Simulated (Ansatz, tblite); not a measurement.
Removing an electron: the cluster Si3H6⁻ (the lowest doublet isomer of a short search). Charge -1, multiplicity 2. Geometry: PBE0-D4/def2-TZVPD. Ansatz, gas phase; energy differences of separate SCF runs; the oxidised species is a singlet (the triplet lies 0.83 eV higher at PBE0-D4/def2-TZVPD).

```csv
atom,x (Å),y (Å),z (Å)
Si1,-1.522,0.003,0.495
Si2,1.854,-0.593,-0.481
Si3,0.359,1.165,-0.282
H4,2.354,-0.969,0.898
H5,-1.275,-0.646,1.827
H6,-0.097,1.358,-1.722
H7,-2.111,-1.096,-0.346
H8,3.138,-0.128,-1.143
H9,-2.701,0.905,0.754
```

The xTB rows come from tblite. The structure comes from a short search, and lower isomers may exist.

| level | −HOMO (eV) | vertical IE (eV) | −LUMO (eV) | HOMO–LUMO gap (eV) | remarks |
| --- | --- | --- | --- | --- | --- |
| GFN1-xTB | – | 6.79 | – | – | – |
| GFN2-xTB | – | 4.92 | – | – | – |
| PBE-D4/def2-TZVPD | -0.39 | 2.06 | -1.35 | 0.95 | HOMO above zero (-1 doublet) |
| r2SCAN-D4/def2-TZVPD | -0.16 | 2.16 | -1.64 | 1.48 | HOMO above zero (-1 doublet) |
| PBE0-D4/def2-TZVPD | 0.48 | 2.19 | -2.08 | 2.55 | – |

  A HOMO above zero means that the electron is unbound at that level or that self-interaction error raises the level; the energy of removing that electron tells which. HOMO and LUMO are the levels of the spin that leaves or enters (xTB has no such levels and no spin-polarisation term). Other spin states of the ions may lie lower, which would lower the ionisation energy or raise the affinity. Raw xTB energy differences between charge states are shifted by several eV; the methods need an empirical correction for them.
